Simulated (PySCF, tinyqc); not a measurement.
Inside a calculation. Method: RHF in the sto-3g basis, for OH-, spin multiplicity 1. The basis has no diffuse functions, so it cannot describe the extra electron: this is an exercise in the method, not the real anion. The lowest restricted solution is unstable here: a spin-polarised one lies 0.0071 hartree lower (PySCF). Computed by tinyqc, a small Python program that keeps every step (integrals from PySCF). Settings: charge = -1, multiplicity = 1, basis = sto-3g, energy threshold = 1e-09, iteration cap = 63, orthogonalisation = symmetric, start = core, DIIS depth = 6, DIIS from iteration = 3, method = RHF. Command: `OMP_NUM_THREADS=1 python tinyqc.py 28872 28873 out.jsonl` (the two numbers bound the seeds that draw the settings). One thread of a shared host (Intel(R) Xeon(R) Processor @ 2.60GHz), about 0.06 s of CPU time with the checks. Later iterations appear only in the table of the cycle.

## One-electron integrals

Geometry (angstrom):
```
atom         x         y         z
O     0.000000  0.000000  0.000000
H     0.000000  0.000000  1.629000
```

Basis sto-3g: exponents (1/bohr^2) and contraction coefficients of normalised primitives:
```
element  l (shell)    exponent  coefficient
O            s (1)  130.709320     0.154329
O            s (1)   23.808861     0.535328
O            s (1)    6.443608     0.444635
O            s (2)    5.033151    -0.099967
O            s (2)    1.169596     0.399513
O            s (2)    0.380389     0.700115
O            p (3)    5.033151     0.155916
O            p (3)    1.169596     0.607684
O            p (3)    0.380389     0.391957
H            s (1)    3.425251     0.154329
H            s (1)    0.623914     0.535328
H            s (1)    0.168855     0.444635
```

Overlap, kinetic and nuclear-attraction integrals over the contracted functions; the nuclear repulsion is the sum of Za Zb / Rab.

nuclear repulsion = 2.59878311 hartree

overlap S, lower triangle:
```
           1O 1s     1O 2s    1O 2px    1O 2py    1O 2pz     2H 1s
1O 1s   1.000000
1O 2s   0.236704  1.000000
1O 2px  0.000000  0.000000  1.000000
1O 2py  0.000000  0.000000  0.000000  1.000000
1O 2pz  0.000000  0.000000  0.000000  0.000000  1.000000
2H 1s   0.011593  0.157057  0.000000  0.000000  0.160662  1.000000
```

kinetic energy T (hartree), lower triangle:
```
            1O 1s      1O 2s    1O 2px    1O 2py    1O 2pz     2H 1s
1O 1s   29.003200
1O 2s   -0.168011   0.808128
1O 2px   0.000000   0.000000  2.528731
1O 2py   0.000000   0.000000  0.000000  2.528731
1O 2pz   0.000000   0.000000  0.000000  0.000000  2.528731
2H 1s   -0.003197  -0.014218  0.000000  0.000000  0.015642  0.760032
```

nuclear attraction V (hartree), lower triangle:
```
             1O 1s      1O 2s     1O 2px     1O 2py     1O 2pz      2H 1s
1O 1s   -60.943303
1O 2s    -7.259972  -9.376743
1O 2px    0.000000   0.000000  -9.294119
1O 2py    0.000000   0.000000   0.000000  -9.294119
1O 2pz   -0.005360  -0.067604   0.000000   0.000000  -9.324535
2H 1s    -0.363939  -0.991788   0.000000   0.000000  -0.861546  -3.819437
```

core Hamiltonian H = T + V (hartree), lower triangle:
```
             1O 1s      1O 2s     1O 2px     1O 2py     1O 2pz      2H 1s
1O 1s   -31.940103
1O 2s    -7.427983  -8.568615
1O 2px    0.000000   0.000000  -6.765388
1O 2py    0.000000   0.000000   0.000000  -6.765388
1O 2pz   -0.005360  -0.067604   0.000000   0.000000  -6.795804
2H 1s    -0.367136  -1.006007   0.000000   0.000000  -0.845904  -3.059405
```

## Two-electron integrals

Functions are numbered as in S; the eight-fold symmetry (ij|kl) = (ji|kl) = (kl|ij) leaves the list below.

Two-electron integrals (ij|kl) in chemists' order, unique and non-zero (hartree):
```
(11|11) 4.785065   (21|11) 0.741380   (21|21) 0.136873   (22|11) 1.118947
(22|21) 0.256633   (22|22) 0.817206   (31|31) 0.024477   (32|31) 0.037809
(32|32) 0.180518   (33|11) 1.115814   (33|21) 0.256684   (33|22) 0.817023
(33|33) 0.880159   (41|41) 0.024477   (42|41) 0.037809   (42|42) 0.180518
(43|43) 0.047444   (44|11) 1.115814   (44|21) 0.256684   (44|22) 0.817023
(44|33) 0.785270   (44|44) 0.880159   (51|51) 0.024477   (52|51) 0.037809
(52|52) 0.180518   (53|53) 0.047444   (54|54) 0.047444   (55|11) 1.115814
(55|21) 0.256684   (55|22) 0.817023   (55|33) 0.785270   (55|44) 0.785270
(55|55) 0.880159   (61|11) 0.036726   (61|21) 0.006729   (61|22) 0.012559
(61|33) 0.012540   (61|44) 0.012540   (61|51) 0.000282   (61|52) 0.000536
(61|55) 0.012597   (61|61) 0.000334   (62|11) 0.112677   (62|21) 0.026271
(62|22) 0.095942   (62|33) 0.094286   (62|44) 0.094286   (62|51) 0.001912
(62|52) 0.016351   (62|55) 0.099157   (62|61) 0.001316   (62|62) 0.015673
(63|31) 0.002441   (63|32) 0.015312   (63|53) 0.003200   (63|63) 0.001984
(64|41) 0.002441   (64|42) 0.015312   (64|54) 0.003200   (64|64) 0.001984
(65|11) 0.093360   (65|21) 0.022013   (65|22) 0.086002   (65|33) 0.082531
(65|44) 0.082531   (65|51) 0.003724   (65|52) 0.028131   (65|55) 0.092845
(65|61) 0.001135   (65|62) 0.017135   (65|65) 0.020518   (66|11) 0.324069
(66|21) 0.076688   (66|22) 0.322391   (66|33) 0.313513   (66|44) 0.313513
(66|51) 0.005245   (66|52) 0.064338   (66|55) 0.339976   (66|61) 0.003840
(66|62) 0.075114   (66|65) 0.095036   (66|66) 0.774606
```

## Orthogonalisation

S = U s U^T; symmetric (Loewdin) form X = U s^(-1/2) U^T, so that X^T S X = 1.

eigenvalues of S: 0.704836  0.867698  1.000000  1.000000  1.120741  1.306725

X, lower triangle:
```
            1O 1s      1O 2s    1O 2px    1O 2py     1O 2pz     2H 1s
1O 1s    1.022094
1O 2s   -0.123978   1.032063
1O 2px   0.000000   0.000000  1.000000
1O 2py   0.000000   0.000000  0.000000  1.000000
1O 2pz  -0.001279   0.010103  0.000000  0.000000   1.010055
2H 1s    0.008896  -0.083019  0.000000  0.000000  -0.082998  1.019839
```

## Starting guess

The start is the orbitals of the core Hamiltonian; D = 2 C_occ C_occ^T.

D at the start, lower triangle:
```
            1O 1s      1O 2s    1O 2px    1O 2py     1O 2pz     2H 1s
1O 1s    2.119801
1O 2s   -0.507356   2.148328
1O 2px   0.000000   0.000000  2.000000
1O 2py   0.000000   0.000000  0.000000  2.000000
1O 2pz  -0.006261   0.033034  0.000000  0.000000   2.035745
2H 1s    0.026240  -0.108145  0.000000  0.000000  -0.141018  0.014986
```

## Iteration 1: building the Fock matrix

J_ij = sum D_kl (ij|kl), K_ij = sum D_kl (ik|jl); F = H + J - 0.5 K; E = tr D H + tr D J / 2 - 0.25 tr D K + E_nn.

Coulomb J (hartree), lower triangle:
```
            1O 1s     1O 2s    1O 2px    1O 2py    1O 2pz     2H 1s
1O 1s   18.485814
1O 2s    3.522915  8.758987
1O 2px   0.000000  0.000000  8.751231
1O 2py   0.000000  0.000000  0.000000  8.751231
1O 2pz   0.000821  0.000975  0.000000  0.000000  8.751060
2H 1s    0.173312  0.991342  0.000000  0.000000  0.873264  3.220848
```

exchange K (hartree), lower triangle:
```
           1O 1s     1O 2s    1O 2px    1O 2py    1O 2pz     2H 1s
1O 1s   9.833285
1O 2s   1.712575  2.851176
1O 2px  0.000000  0.000000  2.349070
1O 2py  0.000000  0.000000  0.000000  2.349070
1O 2pz  0.000323  0.002974  0.000000  0.000000  2.351126
2H 1s   0.090491  0.277560  0.000000  0.000000  0.182340  0.052625
```

Fock matrix F (hartree), lower triangle:
```
             1O 1s      1O 2s    1O 2px    1O 2py     1O 2pz     2H 1s
1O 1s   -18.370932
1O 2s    -4.761355  -1.235217
1O 2px    0.000000   0.000000  0.811307
1O 2py    0.000000   0.000000  0.000000  0.811307
1O 2pz   -0.004700  -0.068117  0.000000  0.000000   0.779693
2H 1s    -0.239070  -0.153445  0.000000  0.000000  -0.063810  0.135130
```

total energy of this density = -72.89285619 hartree

## Iteration 1: diagonalisation and new density

Diagonalise F' = X^T F X, C = X C', fill 5 alpha and 5 beta electrons from the bottom; D = 2 C_occ C_occ^T. Each column has its largest component positive (the first on a tie).

F' = X^T F X (hartree), lower triangle:
```
            1          2         3         4          5         6
1  -18.007985
2   -2.592239  -0.358522
3    0.000000   0.000000  0.811307
4    0.000000   0.000000  0.000000  0.811307
5   -0.003685  -0.048892  0.000000  0.000000   0.805877
6    0.000951  -0.106133  0.000000  0.000000  -0.139084  0.174498
```

orbital energies (hartree): MO1 -18.380856, MO2 -0.051161, MO3 0.209937, MO4 0.811307, MO5 0.811307, MO6 0.835949

coefficients C:
```
              MO1        MO2        MO3       MO4        MO5        MO6
1O 1s    0.994036  -0.228845   0.140091  0.000000   0.000000   0.004974
1O 2s    0.024167   0.862124  -0.586209  0.000000   0.000000  -0.005995
1O 2px   0.000000   0.000000   0.000000  0.956475  -0.291815   0.000000
1O 2py   0.000000   0.000000   0.000000  0.291815   0.956475   0.000000
1O 2pz   0.000673   0.096741   0.084803  0.000000   0.000000   1.005313
2H 1s   -0.002278   0.408847   0.897990  0.000000   0.000000  -0.283523
```

D after iteration 1, lower triangle:
```
            1O 1s      1O 2s    1O 2px    1O 2py    1O 2pz     2H 1s
1O 1s    2.120207
1O 2s   -0.510786   2.174966
1O 2px   0.000000   0.000000  2.000000
1O 2py   0.000000   0.000000  0.000000  2.000000
1O 2pz  -0.019179   0.067414  0.000000  0.000000  0.033102
2H 1s    0.059946  -0.347977  0.000000  0.000000  0.231406  1.947094
```

Within a degenerate level the vectors are fixed only up to a rotation; this is one choice.

## Iteration 2: building the Fock matrix

As before.

Coulomb J (hartree), lower triangle:
```
            1O 1s     1O 2s    1O 2px    1O 2py    1O 2pz     2H 1s
1O 1s   16.922006
1O 2s    3.167485  7.785023
1O 2px   0.000000  0.000000  7.821904
1O 2py   0.000000  0.000000  0.000000  7.821904
1O 2pz   0.014797  0.149865  0.000000  0.000000  7.688183
2H 1s    0.156075  0.946725  0.000000  0.000000  0.882105  4.084120
```

exchange K (hartree), lower triangle:
```
           1O 1s     1O 2s    1O 2px    1O 2py    1O 2pz     2H 1s
1O 1s   9.784874
1O 2s   1.637855  2.507938
1O 2px  0.000000  0.000000  2.257652
1O 2py  0.000000  0.000000  0.000000  2.257652
1O 2pz  0.001738  0.090236  0.000000  0.000000  0.688594
2H 1s   0.084974  0.323897  0.000000  0.000000  0.299549  1.544733
```

Fock matrix F (hartree), lower triangle:
```
             1O 1s      1O 2s     1O 2px     1O 2py     1O 2pz     2H 1s
1O 1s   -19.910534
1O 2s    -5.079426  -2.037561
1O 2px    0.000000   0.000000  -0.072309
1O 2py    0.000000   0.000000   0.000000  -0.072309
1O 2pz    0.008568   0.037143   0.000000   0.000000   0.548082
2H 1s    -0.253549  -0.221231   0.000000   0.000000  -0.113574  0.252348
```

total energy of this density = -73.85960101 hartree

## Iteration 2: diagonalisation and new density

As before.

F' = X^T F X (hartree), lower triangle:
```
            1          2          3          4          5         6
1  -19.548200
2   -2.635193  -1.141063
3    0.000000   0.000000  -0.072309
4    0.000000   0.000000   0.000000  -0.072309
5   -0.003203   0.059764   0.000000   0.000000   0.580884
6    0.000671  -0.131409   0.000000   0.000000  -0.190495  0.310706
```

orbital energies (hartree): MO1 -19.918044, MO2 -0.787702, MO3 -0.072309, MO4 -0.072309, MO5 0.219927, MO6 0.688147

coefficients C:
```
              MO1        MO2       MO3        MO4        MO5        MO6
1O 1s    0.994951  -0.262100  0.000000   0.000000   0.029401  -0.025321
1O 2s    0.020593   1.022567  0.000000   0.000000  -0.157585   0.128913
1O 2px   0.000000   0.000000  0.022178   0.999754   0.000000   0.000000
1O 2py   0.000000   0.000000  0.999754  -0.022178   0.000000   0.000000
1O 2pz  -0.000179  -0.027089  0.000000   0.000000   0.407396   0.927631
2H 1s   -0.001824   0.034621  0.000000   0.000000   0.860183  -0.559300
```

D after iteration 2, lower triangle:
```
            1O 1s      1O 2s    1O 2px    1O 2py    1O 2pz     2H 1s
1O 1s    2.118974
1O 2s   -0.504317   2.141800
1O 2px   0.000000   0.000000  2.000000
1O 2py   0.000000   0.000000  0.000000  2.000000
1O 2pz   0.037799  -0.183807  0.000000  0.000000  0.333410
2H 1s    0.028801  -0.200376  0.000000  0.000000  0.698995  1.482232
```

Within a degenerate level the vectors are fixed only up to a rotation; this is one choice.

## Iteration 7 (converged): orbitals

converged F (hartree), lower triangle:
```
             1O 1s      1O 2s    1O 2px    1O 2py     1O 2pz     2H 1s
1O 1s   -19.631539
1O 2s    -5.021596  -1.883011
1O 2px    0.000000   0.000000  0.097427
1O 2py    0.000000   0.000000  0.000000  0.097427
1O 2pz   -0.008573   0.039051  0.000000  0.000000   0.571790
2H 1s    -0.252011  -0.235422  0.000000  0.000000  -0.190970  0.182596
```

As before.

F' = X^T F X (hartree), lower triangle:
```
            1          2         3         4          5         6
1  -19.268919
2   -2.628987  -0.984756
3    0.000000   0.000000  0.097427
4    0.000000   0.000000  0.000000  0.097427
5   -0.022051   0.072966  0.000000  0.000000   0.617690
6    0.004236  -0.154851  0.000000  0.000000  -0.267523  0.254910
```

orbital energies (hartree): MO1 -19.639442, MO2 -0.641421, MO3 0.097427, MO4 0.097427, MO5 0.126260, MO6 0.773527

coefficients C:
```
              MO1        MO2       MO3        MO4        MO5        MO6
1O 1s    0.994797  -0.260469  0.000000   0.000000   0.040371  -0.032142
1O 2s    0.021197   1.011502  0.000000   0.000000  -0.201257   0.153066
1O 2px   0.000000   0.000000  0.327853   0.944729   0.000000   0.000000
1O 2py   0.000000   0.000000  0.944729  -0.327853   0.000000   0.000000
1O 2pz   0.000663  -0.028239  0.000000   0.000000   0.421337   0.921348
2H 1s   -0.001925   0.085003  0.000000   0.000000   0.849746  -0.569768
```

D after iteration 7, lower triangle:
```
            1O 1s      1O 2s    1O 2px    1O 2py    1O 2pz     2H 1s
1O 1s    2.118191
1O 2s   -0.501005   2.128179
1O 2px   0.000000   0.000000  2.000000
1O 2py   0.000000   0.000000  0.000000  2.000000
1O 2pz   0.050050  -0.226693  0.000000  0.000000  0.356646
2H 1s    0.020499  -0.170154  0.000000  0.000000  0.711256  1.458594
```

Within a degenerate level the vectors are fixed only up to a rotation; this is one choice.

## Convergence

Stop when the energy changes by less than 1e-09 hartree and every element of the error matrix X^T (F D S - S D F) X is below 9e-06.

Course of the cycle:
```
iteration   E (hartree)     change  largest element of the error matrix
1          -72.89285619          -                             2.91e-01
2          -73.85960101  -9.67e-01                             2.52e-01
3          -73.98041907  -1.21e-01                             3.97e-02
4          -73.98162819  -1.21e-03                             8.19e-03
5          -73.98167781  -4.96e-05                             4.30e-04
6          -73.98167795  -1.37e-07                             1.82e-05
7          -73.98167795  -1.98e-10                             7.90e-08
```

PySCF RHF in the same basis = -73.98167795 hartree

Converged in 7 iterations.

## Populations, bond orders and dipole

Mulliken: Z minus the diagonal of D S on the atom; Loewdin: the same with S^(1/2) D S^(1/2); Mayer order: 2 sum_s sum (D(s) S)_ij (D(s) S)_ji over the two atoms.

Charges (e):
```
atom   Mulliken    Loewdin
1O    -0.453621  -0.459867
2H    -0.546379  -0.540133
```

Mayer bond orders:
```
pair     order
2-1   0.701470
```

dipole moment about the origin, x y z (debye): 0.000000  0.000000  -3.779490
